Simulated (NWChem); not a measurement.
All runs are NWChem calculations. System: ethanol (C$_{2}$H$_{6}$O), charge 0, spin multiplicity 1, at a geometry optimised with B3LYP/def2-SVP. Level: MP2/def2-TZVP, 3 core orbitals frozen.

Output (cleaned and shortened):

```
             Northwest Computational Chemistry Package (NWChem) 7.3.0
             --------------------------------------------------------

                                NWChem Input Module
                                -------------------

 Scaling coordinates for geometry "geometry" by  1.889725989
 (inverse scale =  0.529177249)

                             Geometry "geometry" -> ""
                             -------------------------

 Output coordinates in angstroms (scale by  1.889725989 to convert to a.u.)

  No.       Tag          Charge          X              Y              Z
 ---- ---------------- ---------- -------------- -------------- --------------
    1 C                    6.0000    -1.20340100     0.13643200     0.25063500
    2 C                    6.0000     0.07739000    -0.42639400    -0.35549500
    3 O                    8.0000     1.22870100     0.31321600    -0.00275500
    4 H                    1.0000    -2.08754000    -0.42787700    -0.08921100
    5 H                    1.0000    -1.33347600     1.19312400    -0.03170200
    6 H                    1.0000    -1.17892400     0.08035200     1.35322100
    7 H                    1.0000     0.18242600    -1.49778700    -0.08328900
    8 H                    1.0000     0.01932300    -0.38917000    -1.45594600
    9 H                    1.0000     1.32465500     0.27540200     0.95813200

 Effective nuclear repulsion energy (a.u.)      81.5052720398

            Nuclear Dipole moment (a.u.)
            ----------------------------
        X                 Y               Z
 ---------------- ---------------- ----------------
     0.0000113384    -0.0000000000     0.0000094486


 Summary of "ao basis" -> "" (spherical)
 ------------------------------------------------------------------------------
       Tag                 Description            Shells   Functions and Types
 ---------------- ------------------------------  ------  ---------------------
 *                         def2-tzvp                  on all atoms

 Summary of "ao basis" -> "ao basis" (spherical)
 ------------------------------------------------------------------------------
       Tag                 Description            Shells   Functions and Types
 ---------------- ------------------------------  ------  ---------------------
 C                         def2-tzvp                11       31   5s3p2d1f
 O                         def2-tzvp                11       31   5s3p2d1f
[...]
    3 O    8     8.54   0.79  1.18  0.56  0.96  0.31  1.85  2.05  0.81  0.00  0.03  0.00
    4 H    1     0.90   0.26  0.50  0.12  0.02
    5 H    1     0.89   0.26  0.49  0.11  0.02
    6 H    1     0.91   0.26  0.50  0.13  0.02
    7 H    1     0.93   0.27  0.51  0.13  0.02
    8 H    1     0.91   0.27  0.51  0.11  0.02
    9 H    1     0.68   0.25  0.35  0.04  0.05

       Multipole analysis of the density wrt the origin
       ------------------------------------------------

     L   x y z        total         open         nuclear
     -   - - -        -----         ----         -------
     0   0 0 0     -0.000000      0.000000     26.000000

     1   1 0 0     -0.456989      0.000000      0.000011
     1   0 1 0     -0.314035      0.000000     -0.000000
     1   0 0 1      0.444534      0.000000      0.000009

     2   2 0 0    -16.465085      0.000000    107.549155
     2   1 1 0     -0.457967      0.000000      4.239714
     2   1 0 1      1.852410      0.000000     -7.652112
     2   0 2 0    -15.246476      0.000000     21.680406
     2   0 1 1      0.340117      0.000000      7.756574
     2   0 0 2    -13.261522      0.000000     21.498278

                   NWChem MP2 Semi-direct Energy/Gradient Module
                   ---------------------------------------------

  Basis functions       =    129
  Molecular orbitals    =    129
  Frozen core           =      3
  Frozen virtuals       =      0
  Active alpha occupied =     10
  Active beta occupied  =     10
  Active alpha virtual  =    116
  Active beta virtual   =    116
  Use MO symmetry       = F
  Use skeleton AO sym   = F

  AO/Fock/Back tols     =   1.0D-09  1.0D-09  1.0D-09

 GA uses MA = F    GA memory limited = T

 Available:
  local mem=  1.26D+08
 global mem=  1.44D+08
 local disk=  0.00D+00
  mp2_memr nvloc                   116
  nvloc new                   116
   1 passes of  10:        5242880                      91924                  32870204.
   1 passes of  10: M    126151616           G      144145918           F     120908736.

 Semi-direct pass number   1 of   1  for RHF alpha+beta  at       10.0s
  vrange nnbf                  8327
  mp2_eaftype                   125  avail_ma_in_mb                  1099
 EAF : mp2_eaftype filesize         125   16435102.
  mp2_eaf for mointskh                    125
Node 0 wrote     77.3 Mb in      0.0 s     Agg I/O rate:  3584.2 Mb/s
 Done moints_semi at       16.3s
  mp2_eaftype                   125  avail_ma_in_mb                   974
 EAF : mp2_eaftype filesize         125   16435102.
  mp2_eaf for kh                   125
 Done maket at       16.5s
 Done multipass loop at       16.5s

          -------------------------------------------
          SCF energy                -154.144254073499
          Correlation energy          -0.583628395487
          Singlet pairs               -0.380528255574
          Triplet pairs               -0.203100139913
          Total MP2 energy          -154.727882468986
          -------------------------------------------

          ---------------------------------------------------
                    Spin Component Scaled (SCS) MP2
          Same spin pairs                     -0.135400093275
          Same spin scaling factor             0.333333333333
          Opposite spin pairs                 -0.448228302212
          Opposite spin scaling fact.          1.200000000000
          SCS-MP2 correlation energy          -0.583007327079
          Total SCS-MP2 energy              -154.727261400578
          ---------------------------------------------------

 -----------------------
 Performance information
 -----------------------

 Timer overhead =  1.77D-07 seconds/call

               Nr. of calls         CPU time (s)                 Wall time (s)                GFlops
             ---------------    -------------------     ------------------------------   -------------------
Name         Min   Avg   Max    Min     Avg     Max     Min     Avg     Max   Mx/calls   Min     Max     Sum
mp2: moin     1     1     1    6.2     6.2     6.2      6.2     6.2     6.2     6.2      0.0     0.0     0.0
mp2: make     1     1     1   0.26    0.26    0.26     0.26    0.26    0.26    0.26      0.0     0.0     0.0
mp2: tota     1     1     1    6.5     6.5     6.5      6.5     6.5     6.5     6.5      0.0     0.0     0.0

 The average no. of pstat calls per process was 3.00D+00
 with a timing overhead of 5.30D-07s

 Task  times  cpu:       16.5s     wall:       16.5s

 Total times  cpu:       16.5s     wall:       16.5s
```

Task: Write an NWChem input that would produce this output.

Result: Several could match; the one computed here: 
```
start mol
memory heap 200 mb stack 900 mb global 1100 mb
geometry units angstroms nocenter noautoz noautosym
  C     -1.203401     0.136432     0.250635
  C      0.077390    -0.426394    -0.355495
  O      1.228701     0.313216    -0.002755
  H     -2.087540    -0.427877    -0.089211
  H     -1.333476     1.193124    -0.031702
  H     -1.178924     0.080352     1.353221
  H      0.182426    -1.497787    -0.083289
  H      0.019323    -0.389170    -1.455946
  H      1.324655     0.275402     0.958132
end
basis spherical
  * library def2-tzvp
end
scf
  rhf
  nopen 0
  maxiter 100
  thresh 1e-7
  semidirect memsize 60000000 filesize 0
end
mp2
  freeze core 3
end
task mp2 energy
```
